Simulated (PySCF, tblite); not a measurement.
**Question.** What does the GFN2-xTB structure of InChI=1S/C5H7P/c1-6-4-2-3-5-6/h2-5H,1H3/p+1 look like in three dimensions? (Charge +1.)

**Answer.** 
```
atom  x, y, z in Å
C1     2.1169    0.1283    0.2450
P2     0.5254    0.1424   -0.6032
C3    -0.5061   -1.3053   -0.3671
C4    -1.6728   -0.9040    0.1657
C5    -1.7880    0.5313    0.4043
C6    -0.7115    1.2586    0.0601
H7     1.9535   -0.0615    1.3072
H8     2.6073    1.0946    0.1171
H9     2.7472   -0.6575   -0.1746
H10    0.7249    0.3819   -1.9452
H11   -0.2280   -2.3123   -0.6233
H12   -2.4838   -1.5702    0.4117
H13   -2.6856    0.9484    0.8313
H14   -0.6000    2.3248    0.1489
```

Any rigid rotation of these coordinates is as good. Atoms count from 1 in this order. P2 (phosphonium phosphorus) has angles from 93.3° to 116.1°. C3 (alkene CH carbon) is planar (angles 126.8°, 125.2° and 108.1°, sum 360.0°, 0.00 Å off the plane of its three neighbours). The 5-membered ring P2–C3–C4–C5–C6 has internal angles of 93.3° to 115.3°; it is planar, 0.00 Å rms from its mean plane, widest ring torsion 0°. The C–C distances run from 1.344 Å (C5=C6, drawn double) to 1.459 Å (C4–C5, drawn single), a spread of 0.115 Å.

Bonds between heavy atoms (Å): C1–P2 1.803, P2–C3 1.793, C3=C4 1.344, C4–C5 1.459, C5=C6 1.344, P2–C6 1.793.

Structure optimised with GFN2-xTB, isolated species.

Point group: Cs (tolerance 0.08 Å). Its GFN2-xTB frequencies are all real (lowest 124 cm⁻¹).

These are computed values.
